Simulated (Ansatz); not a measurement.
Two shapes of singlet HF₂(-).

Shape 1:

```xyz
3

F     0.0000    0.0000   -1.1439
H     0.0000    0.0000    0.0000
F     0.0000    0.0000    1.1439
```

Shape 2:

```xyz
3

F     0.0000    0.0000   -1.2354
H     0.0000    0.0000    0.0000
F     0.0000    0.0000    1.2354
```

Basis set: cc-pVTZ (spherical functions). Left uncorrelated: 2 orbitals. Charge -1, multiplicity 1.

Computed with Ansatz (development build ahead of 0.2.0); each method stands on the lowest determinant of its kind that the runs found.

Question: Which shape is lower in energy, and by how much in each method?

Answer:

| method | E(2) − E(1) (eV) |
| --- | --- |
| RHF | 0.317 |
| RHF-MP2 | 0.224 |

Shape 1 is lower. Caution: no diffuse functions for an anion; stretched shape with no unrestricted run beside it, a lower state can exist. Caution for RHF-MP2: bonds are stretched, where a single reference can fail.
